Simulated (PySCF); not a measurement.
**Spin-Hamiltonian simulation**

Molecule: 3,4-dihydro-2H-pyran (SMILES C1=COCCC1).

Bonds (- single, = double, # triple, : aromatic): C1=C2 1.340 Å, C2-O3 1.349 Å, O3-C4 1.415 Å, C4-C5 1.518 Å, C5-C6 1.526 Å, C6-C1 1.500 Å. C1 carries H7; C2 carries H8; C4 carries H9, H10; C5 carries H11, H12; C6 carries H13, H14.

- J couplings at B3LYP/pcJ-1 (without the spin–dipole term)
- structure optimised with PBE0-D3(BJ)/def2-SVP
- shielding tensors at PBE0/pcSseg-1 (GIAO)
- run in PySCF 2.14
- one computed conformer, gas phase, non-relativistic Hamiltonian, averaged over atoms made equivalent by symmetry, fast rotation or ring inversion

Shifts are taken against calculated references (same method and geometry level): 1H against TMS.

Shifts (ppm): H7 4.60, H8 6.40, H9/H10 3.81, H11/H12 1.58, H13/H14 1.98.
Couplings (Hz): H7–H8: 7.3; H7–H9, H7–H10: -0.1; H7–H11, H7–H12: 0.6; H7–H13, H7–H14: 4.5; H8–H9, H8–H10: -0.5; H8–H11, H8–H12: 0.4; H8–H13, H8–H14: -2.7; H9–H10: -12.3; H9–H11, H10–H12: 8.2; H9–H12, H10–H11: 3.2; H9–H13, H10–H14: 1.2; H11–H12: -15.0; H11–H13, H12–H14: 7.2; H11–H14, H12–H13: 6.9; H13–H14: -19.4.

The 8-spin Hamiltonian (Zeeman plus full scalar coupling among like nuclei) was diagonalised exactly; lines are Lorentzian, 1.0 Hz wide, and the maxima above 3 % are listed with the tallest set to 100.

**Question.** Give the 1H peak list of this spin system at 80 MHz.

**Answer.** 
Hz from δ = 0 (height): 518.4 (26), 515.7 (49), 513.1 (31), 511.1 (32), 508.4 (56), 505.9 (32), 376.1 (25), 371.7 (50), 368.7 (30), 367.3 (35), 364.4 (46), 359.9 (26), 310.4 (85), 304.9 (100), 299.2 (94), 170.2 (11), 168.7 (17), 166.1 (22), 162.5 (54), 161.5 (47), 159.9 (52), 158.6 (57), 157.0 (51), 155.5 (70), 153.6 (47), 152.9 (45), 151.9 (49), 150.3 (34), 149.3 (33), 148.5 (28), 138.0 (34), 136.8 (29), 132.2 (71), 131.8 (70), 126.4 (71), 123.5 (34), 120.4 (50), 117.2 (17), 113.8 (13), 112.6 (10)

**Question.** And at 700 MHz?

**Answer.** 
```csv
Hz,ppm,height
4486.3,6.409,26
4483.7,6.405,49
4480.9,6.401,29
4479.1,6.399,29
4476.4,6.395,50
4473.7,6.391,26
3228.2,4.612,25
3223.7,4.605,50
3220.8,4.601,30
3219.2,4.599,31
3216.4,4.595,49
3211.9,4.588,25
2672.6,3.818,90
2667.1,3.810,100
2661.5,3.802,92
1396.7,1.995,25
1394.0,1.991,28
1392.2,1.989,30
1389.7,1.985,74
1387.0,1.981,59
1385.2,1.979,59
1382.6,1.975,77
1380.0,1.971,34
1378.2,1.969,32
1375.5,1.965,28
1118.7,1.598,28
1111.7,1.588,68
1106.8,1.581,60
1105.9,1.580,64
1100.2,1.572,66
1093.2,1.562,25
```

**Question.** Among coupled protons with different shifts, which pair is furthest from first order, and how does the field change that?

**Answer.** H11 and H13: Δν/J is about 4.4 at 80 MHz (intermediate, with clear roofing) and 38.9 at 700 MHz (close to first order). J in Hz doesn't depend on the field, while Δν in Hz grows in proportion to it. The system also holds chemically equivalent protons that couple differently to a partner (AA′BB′ or AA′XX′ type), and that part stays second order at any field.

Unscaled 3J(H,H) at this level run about 10 % above measured values.
